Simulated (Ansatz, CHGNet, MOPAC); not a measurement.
**Litharge SnO, lattice parameter c**

Reference value: 4.835 Å (measured, temperature not stated, no zero-point or thermal correction; as tabulated in Electronic properties of the Sn1−xPbxO alloy and band alignment of the SnO/PbO …).

```
level (code)                             value (Å)  difference (%)
---------------------------------------  ---------  --------------
PM6 semi-empirical Hartree-Fock (MOPAC)      7.141             +48
CHGNet 0.3.0                                 5.464           +13.0
LDA (Ansatz)                                 4.658           -3.66
PBE (Ansatz)                                 5.068           +4.82
PBEsol (Ansatz)                              4.750           -1.76
PBE-D4 (Ansatz)                              4.736           -2.05
r²SCAN+SOC (Ansatz)                          4.936           +2.09
r²SCAN+rVV10 (Ansatz)                        4.761           -1.53
PBE0 (Ansatz)                                5.023           +3.89
```

Leaving aside PM6 semi-empirical Hartree-Fock (MOPAC) (doubt noted below), CHGNet 0.3.0 (doubt noted below): The reference's temperature isn't stated, so close values are not ranked against it. Off by more than 1.75 %, or 2.45 % on the side where a correction would as a rule narrow the miss (bounds picked here): PBE (+4.82 %), PBE0 (+3.89 %), LDA (-3.66 %), r²SCAN+SOC (+2.09 %).

The reference isn't brought to a static lattice, while the calculations are for one, so the differences are not the levels' errors alone.  PM6 semi-empirical Hartree-Fock (MOPAC), CHGNet 0.3.0: the cell has another shape than the first-principles one, perhaps another minimum in the same group. PM6 semi-empirical Hartree-Fock (MOPAC): the cell moved over 20 % in volume from its start. PM6 semi-empirical Hartree-Fock (MOPAC): the method was fitted mainly to molecules. PM6 semi-empirical Hartree-Fock (MOPAC): the run uses a supercell at the zone centre in place of a k mesh. LDA: LDA has no dispersion term either, though it tends to give short spacings of layers, chains or molecules. LDA, PBEsol: the gap of the solid is closed in this run. PBE: for a layered or molecular solid the relaxed cell lies over 5 % above the published volume, where the minimum can be shallow. PBE, PBEsol, r²SCAN+SOC, PBE0: the cell comes from a level without a dispersion term, which matters for the spacing of layers, chains or molecules. PBE-D4: a distance lies near a switch of the dispersion term, which can move the cell. Cutoffs and k meshes differ between the levels. Ansatz's density-functional and Hartree–Fock values are scalar-relativistic unless marked +SOC, with PAW data made under PBE.

Machine-learned potentials (CHGNet 0.3.0) are trained on DFT data: a solid inside that data is no test of them.

Differences are worked out from the printed values.

Ansatz is a first-principles code.
